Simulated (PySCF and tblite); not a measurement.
2 E/Z isomers of C₅H₈O, numbered alike:

```
isomer                                     SMILES  descriptors
     A  [CH2:1]=[CH:2]/[CH:3]=[CH:4]/[O:5][CH3:6]        3=4 E
     B  [CH2:1]=[CH:2]/[CH:3]=[CH:4]\[O:5][CH3:6]        3=4 Z
```

Computed spectrum of one of them (conformer average at 298.15 K; GFN1-xTB geometries, energies LC-wPBE/pcSseg-1 (IEF-PCM, acetonitrile) (D3(BJ) added where defined), GIAO shieldings LC-wPBE/pcSseg-1 (IEF-PCM, acetonitrile); references on GFN2-xTB geometries), in ppm: ¹H (against TMS): 7.22 (1H), 6.81 (1H), 5.82 (1H), 5.63 (1H), 5.40 (1H), 3.98 (3H). ¹³C (against TMS): 169.2 (1C), 149.4 (1C), 123.6 (1C), 113.3 (1C), 58.9 (1C). Of the H, only those on carbon are given.

(1) Which isomer is it?

Shifts are unscaled: against experiment ¹³C can be off by 15 ppm or more and ¹H by 0.8 ppm. The search found a single conformer for at least one isomer; other rotamers may be missing.

## Answers

(1) A. After a straight-line scaling (slope 0.85 to 1.15) of computed carbon shifts, the largest errors are A 2.9 ppm (at 113.3), B 7.3 ppm (at 113.3). Assigned: ¹H (against TMS): 7.22 (H4, 1H), 6.81 (H2, 1H), 5.82 (H3, 1H), 5.63 (H1a, 1H), 5.40 (H1b, 1H), 3.98 (H6, 3H). ¹³C (against TMS): 169.2 (C4), 149.4 (C2), 123.6 (C1), 113.3 (C3), 58.9 (C6). For comparison, at another level (GFN2-xTB geometries, energies r2SCAN/def2-TZVP (D3(BJ) added where defined), GIAO shieldings PBE0/pcSseg-1) the isomers give: A: ¹H (against TMS): 6.81 (H4, 1H), 6.35 (H2, 1H), 5.48 (H3, 1H), 5.27 (H1a, 1H), 5.06 (H1b, 1H), 3.74 (H6, 3H). ¹³C (against TMS): 160.6 (C4), 141.3 (C2), 117.1 (C1), 111.1 (C3), 56.6 (C6). B: ¹H (against TMS): 7.07 (H2, 1H), 5.98 (H4, 1H), 5.30 (H3, 1H), 5.19 (H1a, 1H), 5.15 (H1b, 1H), 3.81 (H6, 3H). ¹³C (against TMS): 154.5 (C4), 138.2 (C2), 118.0 (C1), 115.3 (C3), 60.3 (C6).
